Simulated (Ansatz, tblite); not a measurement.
Elastic constant C13 (GPa) of solids drawn from the class of tetrahedrally bonded semiconductors and semimetals, at two levels: GFN1-xTB tight binding with its D3(BJ) term, in tblite, supercell at the zone centre, Fermi filling at 1000 K (free energies), no spin polarisation (tblite), and r²SCAN (plane waves, PAW; Ansatz, an electronic-structure program).

| solid | GFN1-xTB | r²SCAN | shift (%) |
|---|---|---|---|
| wurtzite AlN | 57.6 | 105 | +82 |
| wurtzite ZnO | 41.6 | 113 | +172 |
| wurtzite CdS | 34.1 | 44.6 | +31 |
| wurtzite GaN | 42.5 | 94.9 | +123 |
| 2H-SiC | 79.8 | 49.1 | -38 |
| wurtzite BN (high-pressure phase) | 76.0 | 59.2 | -22 |

The shifts run from -38 % to +172 %, with a median of +57 %.

Over all 6 rows r²SCAN is the larger in 4.

Ansatz's runs of these crystals have no spin polarisation.

Each level is taken at its own relaxed cell. Caveats: the method was fitted mainly to molecules (GFN1-xTB: wurtzite AlN, wurtzite ZnO, wurtzite CdS, wurtzite GaN, 2H-SiC, wurtzite BN); the relaxed volume lies over a fifth from the starting cell (GFN1-xTB: wurtzite ZnO); the run uses a supercell at the zone centre in place of a k mesh (GFN1-xTB: wurtzite AlN, wurtzite ZnO, wurtzite CdS, wurtzite GaN, 2H-SiC, wurtzite BN). Ansatz's density-functional and Hartree–Fock values are scalar-relativistic unless marked +SOC, with PAW data made under PBE.
